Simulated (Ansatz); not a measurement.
in.yaml

```yaml
crystal:
  periodic: [false, false, false]
  atoms:
    - {symbol: As, position_ang: [0.000000, 0.000000, 0.000000]}
    - {symbol: H, position_ang: [0.000000, 0.000000, 4.120000]}
basis:
  gaussian: {orbitals: aug-cc-pVDZ}
magnetization: {spin_polarized: true, initial_magnetization: 0}
hamiltonian: {xc: hf}
output: {orbitals: {seedname: orbitals}}
```

```sh
$ ansatz run in.yaml --threads 1 --pin off --events-out ev --progress --plain --max-ram 2393MiB
```

Log:

```
509 factors; integrals over basis functions are off by at most 7.4e-4 eV
mean field evaluation 1: about -60800.1359 eV, gradient 1.0e1 eV
mean field evaluation 2: about -60800.1360 eV, gradient 1.0e1 eV
mean field evaluation 4: about -60802.2062 eV, gradient 1.1e0 eV
mean field evaluation 8: about -60802.2342 eV, gradient 2.3e-4 eV
mean field evaluation 16: about -60802.3647 eV, gradient 8.5e-1 eV
mean field evaluation 32: about -60807.5376 eV, gradient 9.2e-6 eV
mean field evaluation 64: about -60802.2334 eV, gradient 1.9e-1 eV
mean field evaluation 96: about -60807.4377 eV, gradient 2.3e0 eV
mean field evaluation 128: about -60805.9476 eV, gradient 2.8e0 eV
mean field evaluation 160: about -60807.5255 eV, gradient 1.5e-2 eV
mean field evaluation 192: about -60802.2342 eV, gradient 3.7e-4 eV
mean field -60807.53755571 eV, -2234.6357883429 hartree, gradient 2.9e-6 eV, S^2 2.029422; 9 other end points of the search recorded, 0 dependent functions left out
reference -60807.53755571 eV, -2234.6357883429 hartree; 17, 17 occupied and 28, 28 virtual orbitals, 509 factors
Total energy: -60807.53755571 eV, -2234.6357883429 hartree
```

Ran on 1 thread of Arm Neoverse V2, shared host: 2.3 s wall, 0.09 GiB peak host memory.
